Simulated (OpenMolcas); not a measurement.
# One shape, several levels: BH2 (SMILES [BH2])

Aim: a comparison of 6 runs (UB3LYP/6-31G*, UB3LYP/def2-TZVPPD, UBHLYP/def2-TZVPPD, UBLYP/def2-TZVPPD, UPBE/def2-TZVPPD, UTPSS/def2-TZVPPD) of BH2. 

The calculation is run with OpenMolcas 26.06.

## (1) The structure to begin with

BH2 has 3 atoms, charge 0, and is taken as a doublet. SMILES: `[BH2]`. The shape is that of a PBE0-D4/def2-TZVP optimisation.

Bond lengths: B1–H2 1.191 Å, B1–H3 1.191 Å. Angles: H2–B1–H3 129.4°.

## (2) Energy and gradient at UB3LYP/6-31G(d) (spherical functions) (run 1)

Contents of mol.inp:

```
&GATEWAY
 BasLib = $CurrDir
 Coord
 3
 angstrom
 B        0.265070      -0.167660       0.129730
 H        0.292070       1.014920       0.270850
 H       -0.557150      -0.847260      -0.400590
 Basis = 6-31Gs
 Group = NoSym

&SEWARD
 GridInput
 Grid=UltraFine
 End of Grid

&SCF
 UHF
 Spin = 2
 KSDFT = B3LYP
 Thresholds = 1e-10 1e-07 1e-07 1e-05
 PrOrbitals = 1 2

&ALASKA
```

The basis set 6-31G* is read from a file made from the Basis Set Exchange's data (not shown).

On the command line:

```
$ export MOLCAS_MEM=1860
$ pymolcas mol.inp > mol.log
```

Standard output:

```text
--- Start Module: gateway ---
[...]
--- Stop Module: gateway /rc=_RC_ALL_IS_WELL_ ---
[...]
      Basis functions           18
[...]
--- Start Module: scf ---
[...]
       Convergence after  10 Iterations
[...]
::    Total KS-DFT energy                             -25.9341421299
[...]
      Total spin, S                                     0.5004518924
[...]
      Total electronic charge=    7.000000
      Total            charge=   -0.000000
[...]
      Dipole Moment (debye):
      Origin of the operator (angstrom)=    0.2035   -0.1287    0.0996
                   X= -2.9591E-01               Y=  1.8717E-01               Z= -1.4483E-01           Total=  3.7891E-01
      Quadrupole Moment (debye*angstrom):
[...]
--- Stop Module: scf /rc=_RC_ALL_IS_WELL_ ---
[...]
--- Start Module: alaska ---
[...]
 *              Molecular gradients               *
 **************************************************
  Irreducible representation: a
 ------------------------------------------------------------------------------------------
                              X                       Y                       Z
 ------------------------------------------------------------------------------------------
  B1               -1.72782513459868E-03    1.09324405812505E-03   -8.45598322750163E-04
  H2                8.62952936652672E-04   -5.48907693299183E-04    4.22021086790791E-04
  H3                8.64872197945843E-04   -5.44336364826759E-04    4.23577235959094E-04
 ------------------------------------------------------------------------------------------
--- Stop Module: alaska /rc=_RC_ALL_IS_WELL_ ---
[...]
```

It took 6 s on 1 thread of Arm Neoverse V2, shared host; peak memory 0.37 GiB.

## (3) Energy and gradient at UB3LYP/def2-TZVPPD (run 2)

Contents of job.inp:

```
* BH2 Kohn-Sham DFT

&gateway
  baslib
  $CurrDir
  basisset
  B.def2-TZVPPD....
  B1 0.265070 -0.167660 0.129730 angstrom
  End of Basis
  basisset
  H.def2-TZVPPD....
  H2 0.292070 1.014920 0.270850 angstrom
  H3 -0.557150 -0.847260 -0.400590 angstrom
  End of Basis

&seward
  gridinput
  Grid=UltraFine
  End of Grid

&scf
  uhf
  spin
  2
  ksdft
  B3LYP
  thresholds
  1e-10 1e-07 1e-07 1e-05
  prorbitals
  0

&alaska
```

The basis set def2-TZVPPD is read from a file made from the Basis Set Exchange's data (not shown).

On the command line:

```
$ export MOLCAS_MEM=1860
$ pymolcas job.inp > job.log
```

Standard output:

```text
--- Start Module: gateway ---
[...]
--- Stop Module: gateway /rc=_RC_ALL_IS_WELL_ ---
[...]
      Basis functions           71
[...]
--- Start Module: scf ---
[...]
       Convergence after  11 Iterations
[...]
::    Total KS-DFT energy                             -25.9465747302
[...]
      Total spin, S                                     0.5007606033
[...]
      Total electronic charge=    7.000000
      Total            charge=   -0.000000
[...]
      Dipole Moment (debye):
      Origin of the operator (angstrom)=    0.2035   -0.1287    0.0996
                   X= -3.6881E-01               Y=  2.3327E-01               Z= -1.8050E-01           Total=  4.7225E-01
      Quadrupole Moment (debye*angstrom):
[...]
--- Stop Module: scf /rc=_RC_ALL_IS_WELL_ ---
[...]
--- Start Module: alaska ---
[...]
 *              Molecular gradients               *
 **************************************************
  Irreducible representation: a
 ------------------------------------------------------------------------------------------
                              X                       Y                       Z
 ------------------------------------------------------------------------------------------
  B1                1.72036343504867E-03   -1.08784718416965E-03    8.42018599834238E-04
  H2                1.48079875601573E-05    2.46243363151000E-03    2.70786657903560E-04
  H3               -1.73517142260859E-03   -1.37458644733601E-03   -1.11280525773860E-03
 ------------------------------------------------------------------------------------------
--- Stop Module: alaska /rc=_RC_ALL_IS_WELL_ ---
[...]
```

It took 14 s on 1 thread of Arm Neoverse V2, shared host; peak memory 0.42 GiB.

Runs 3 to 5 aren't shown in full; the table further down has their settings and results.

## (4) A single-point energy at UTPSS/def2-TZVPPD (run 6)

Contents of test.inp:

```
&GATEWAY
 BasLib=$CurrDir
 Coord
 3
 angstrom
 B        0.265070      -0.167660       0.129730
 H        0.292070       1.014920       0.270850
 H       -0.557150      -0.847260      -0.400590
 Basis=def2-TZVPPD
 Group=NoSym

&SEWARD
 GridInput
 Grid=UltraFine
 End of Grid

&SCF
 UHF
 Spin=2
 KSDFT=2
 1.0 MGGA_X_TPSS
 1.0 MGGA_C_TPSS
 Thresholds=1e-10 1e-07 1e-07 1e-05
 PrOrbitals=1 2
```

The basis set def2-TZVPPD is read from a file made from the Basis Set Exchange's data (not shown).

On the command line:

```
$ export MOLCAS_MEM=1860
$ pymolcas test.inp > test.log
```

Standard output:

```text
--- Start Module: gateway ---
[...]
--- Stop Module: gateway /rc=_RC_ALL_IS_WELL_ ---
--- Start Module: seward ---
[...]
      Basis functions           71
--- Stop Module: seward /rc=_RC_ALL_IS_WELL_ ---
[...]
--- Start Module: scf ---
[...]
       Convergence after  11 Iterations
[...]
::    Total KS-DFT energy                             -25.9514784309
[...]
      Total spin, S                                     0.5009194261
[...]
      Total electronic charge=    7.000000
      Total            charge=   -0.000000
[...]
      Dipole Moment (debye):
      Origin of the operator (angstrom)=    0.2035   -0.1287    0.0996
                   X= -3.9366E-01               Y=  2.4899E-01               Z= -1.9267E-01           Total=  5.0407E-01
      Quadrupole Moment (debye*angstrom):
[...]
--- Stop Module: scf /rc=_RC_ALL_IS_WELL_ ---
[...]
```

Run time: 18 s. Hardware: 1 thread of Arm Neoverse V2, shared host; peak memory 0.42 GiB.

## (5) Overview of the runs

| run | level | task | energy (Eh) | dipole moment (D) | HOMO energy (eV) | LUMO energy (eV) | wall time |
| --- | --- | --- | --- | --- | --- | --- | --- |
| 1 | UB3LYP/6-31G* (spherical functions) | gradient | -25.934142 | 0.38 | -5.57 | -2.04 | 6 s |
| 2 | UB3LYP/def2-TZVPPD | gradient | -25.946575 | 0.47 | -5.88 | -2.52 | 14 s |
| 3 | UBHLYP/def2-TZVPPD | gradient | -25.927522 | 0.47 | -7.23 | -1.12 | 13 s |
| 4 | UBLYP/def2-TZVPPD | gradient | -25.920785 | 0.47 | -4.75 | -3.24 | 13 s |
| 5 | UPBE/def2-TZVPPD | gradient | -25.883169 | 0.49 | -4.93 | -3.47 | 13 s |
| 6 | UTPSS/def2-TZVPPD | energy | -25.951478 | 0.50 | -5.08 | -3.17 | 18 s |

## (6) Results

| quantity | value |
| --- | --- |
| run 6: total energy | -25.95148 Eh |
| run 6: dipole moment | 0.50 D |
| run 6: HOMO energy (highest over α and β) | -5.08 eV |
| run 6: LUMO energy (lowest over α and β) | -3.17 eV |
| run 6: ⟨S²⟩ | 0.752 |

In words: The dipole moment (its size) runs from 0.38 D (UB3LYP/6-31G*) to 0.50 D (UTPSS/def2-TZVPPD). The two ends differ in method and basis. Totals of different functionals can't be ranked against each other. All runs together took 78 s, the longest 18 s.
